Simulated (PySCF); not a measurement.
Ionisation energy of Cl by level of theory

Cl [Ne] 3s2 3p5 (2P) → Cl⁺ [Ne] 3s2 3p4 (3P), as a difference of total energies. Calculation: PySCF 2.14, in def2-TZVP; no relativity, point nucleus. Correlated levels: valence: [Ne] frozen. The calculations carry no spin-orbit coupling.

```json
{"method": "UHF", "ionisation energy (eV)": "11.773", "error (eV)": "-1.201"}
{"method": "LDA", "ionisation energy (eV)": "13.195", "error (eV)": "+0.221"}
{"method": "B3LYP", "ionisation energy (eV)": "13.059", "error (eV)": "+0.085"}
{"method": "MP2 (valence)", "ionisation energy (eV)": "12.711", "error (eV)": "-0.263"}
{"method": "SCS-MP2 (valence)", "ionisation energy (eV)": "12.707", "error (eV)": "-0.267"}
{"method": "CCSD (valence)", "ionisation energy (eV)": "12.671", "error (eV)": "-0.303"}
{"method": "CCSD(T) (valence)", "ionisation energy (eV)": "12.708", "error (eV)": "-0.266"}
```

Reference: 12.974 eV (measured; NIST levels, between the centres of gravity of the two terms).

Errors of the correlated levels include the incompleteness of this basis and the frozen core.
